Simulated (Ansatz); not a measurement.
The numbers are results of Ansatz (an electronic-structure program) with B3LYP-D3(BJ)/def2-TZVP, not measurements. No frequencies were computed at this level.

Ansatz 0.2 input:
```yaml
crystal:
  periodic: [false, false, false]
  atoms:
    - { symbol: C, position_ang: [-0.026347, 0.000536, 0.0] }
    - { symbol: N, position_ang: [1.110888, -0.022609, -0.000004] }
    - { symbol: H, position_ang: [-1.084541, 0.022073, 0.000004] }
basis:
  gaussian: { orbitals: def2-tzvp }
hamiltonian:
  xc: b3lyp
  dispersion: d3bj
relax:
  max_steps: 150
```

Output:

```
Functional definition: B3LYP
379 factors; their error is unknown
mean field evaluation 1: about -2539.3735 eV, gradient 4.4e1 eV
mean field evaluation 2: about -2531.9183 eV, gradient 7.1e1 eV
mean field evaluation 4: about -2543.2724 eV, gradient 2.1e0 eV
mean field evaluation 8: about -2543.2851 eV, gradient 4.0e-2 eV
mean field -2543.28512802 eV, -93.4640045542 hartree, gradient 1.4e-5 eV, S^2 0.000000; 0 other end points of the search recorded, 0 dependent functions left out
reference -2543.28528464 eV, -93.4640103099 hartree; 7, 7 occupied and 61, 61 virtual orbitals, 379 factors
relax step   1: F+E_penalty+E_count = -2543.32477495 eV  Δ(F+E_penalty+E_count) = +0.000e0 eV  max|allowed force component| = 1.112e0 eV/Å  Δτ_max = 0.0000 Å  (25 SCF iters, accepted)
these checks for a lower state are left out or cut short: starts, cluster_reference, orbital_swaps, neighbouring_geometries, increment
379 factors; their error is unknown
mean field evaluation 16: about -2543.2864 eV, gradient 1.1e0 eV
mean field -2543.29116642 eV, -93.4642264612 hartree, gradient 4.6e-6 eV, S^2 0.000000; 0 other end points of the search recorded, 0 dependent functions left out
reference -2543.29132335 eV, -93.4642322285 hartree; 7, 7 occupied and 61, 61 virtual orbitals, 379 factors
relax step   2: F+E_penalty+E_count = -2543.33078578 eV  Δ(F+E_penalty+E_count) = -6.011e-3 eV  max|allowed force component| = 1.520e-1 eV/Å  Δτ_max = 0.0082 Å  (30 SCF iters, accepted)
these checks for a lower state are left out or cut short: starts, cluster_reference, orbital_swaps, neighbouring_geometries, increment
379 factors; their error is unknown
mean field -2543.29127838 eV, -93.4642305757 hartree, gradient 4.6e-6 eV, S^2 0.000000; 0 other end points of the search recorded, 0 dependent functions left out
reference -2543.29143530 eV, -93.4642363423 hartree; 7, 7 occupied and 61, 61 virtual orbitals, 379 factors
relax step   3: F+E_penalty+E_count = -2543.33089515 eV  Δ(F+E_penalty+E_count) = -1.094e-4 eV  max|allowed force component| = 2.227e-3 eV/Å  Δτ_max = 0.0013 Å  (31 SCF iters, accepted)
379 factors; their error is unknown
mean field evaluation 32: about -2543.2881 eV, gradient 2.7e-1 eV
mean field -2543.29127838 eV, -93.4642305757 hartree, gradient 4.6e-6 eV, S^2 0.000000; 1 other end points of the search recorded, 0 dependent functions left out
reference -2543.29143530 eV, -93.4642363423 hartree; 7, 7 occupied and 61, 61 virtual orbitals, 379 factors
Total energy: -2543.33105207 eV, -93.4656922319 hartree
Atom 0 at    -0.026478     0.000539     0.000000 Å, force     0.002227    -0.000045    -0.000000 eV/Å
Atom 1 at     1.119456    -0.022783    -0.000004 Å, force    -0.001115     0.000023     0.000000 eV/Å
Atom 2 at    -1.092977     0.022245     0.000004 Å, force    -0.001112     0.000023     0.000000 eV/Å
Dipole moment:    -0.630775     0.012838     0.000002 e Å
```

Cost: roughly 3 core-seconds.
